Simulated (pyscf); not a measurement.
Optimised with ωB97X-D3(BJ)/def2-SVP in PySCF.

SMILES: [SiH3][SiH](Cl)Cl
```xyz
8

Si     0.3279     0.3986     0.1191
Si    -1.6176    -0.2317    -0.9799
Cl    -1.6378    -2.2923    -1.0905
Cl    -3.2169     0.4020     0.1599
H      0.3060    -0.2370     1.4659
H      0.3711     1.8825     0.2555
H      1.5154    -0.0732    -0.6487
H     -1.7984     0.2996    -2.3525
```

Question: List the bond dissociation enthalpies at 298 K of H₃Si–SiH(Cl)–Cl (SMILES [SiH3][SiH](Cl)Cl) from ωB97M-D3(BJ)/def2-TZVP, from the weakest bond up.

Answer: Si–Si to SiH₃• + Cl–SiH•–Cl: 76.3 kcal/mol; H–Si to H₃Si–Si•(Cl)–Cl + H•: 87.9 kcal/mol; H–Si to •H₂Si–SiH(Cl)–Cl + H•: 89.1 kcal/mol; Cl–Si to H₃Si–SiH•–Cl + Cl•: 108.4 kcal/mol. Ring and multiple bonds, and those that leave no two simple radicals, are not listed. Other isomers of •H₂Si–SiH(Cl)–Cl, H₃Si–SiH•–Cl, H₃Si–Si•(Cl)–Cl were not searched in full and may lie lower. Left out: the spin-orbit lowering of Cl.
